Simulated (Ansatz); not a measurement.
All numbers were calculated with Ansatz.

A structure relaxed at PBE0-D4/def2-TZVP, charge 0, multiplicity 2:

```xyz
10

F    -1.7813   -1.2126   -0.2194
C    -1.1055   -0.5294    0.7185
C     0.3342   -0.3485    0.4513
C     0.6346    0.5449   -0.7417
F     0.1962    1.8316   -0.4897
H    -1.7213    0.1884    1.2475
H     0.8001   -1.3238    0.2628
H     0.8078    0.0747    1.3413
H     0.1240    0.1860   -1.6395
H     1.7112    0.5888   -0.9310
```

(1) Give its formula and SMILES.

(2) Summarise the bond lengths by kind.

Results:

(1) C3H5F2, `F[CH]CCF`.

(2) 2 × C–F 1.343 to 1.382 Å; 2 × C–C 1.475 to 1.520 Å; 5 × C–H 1.084 to 1.097 Å.
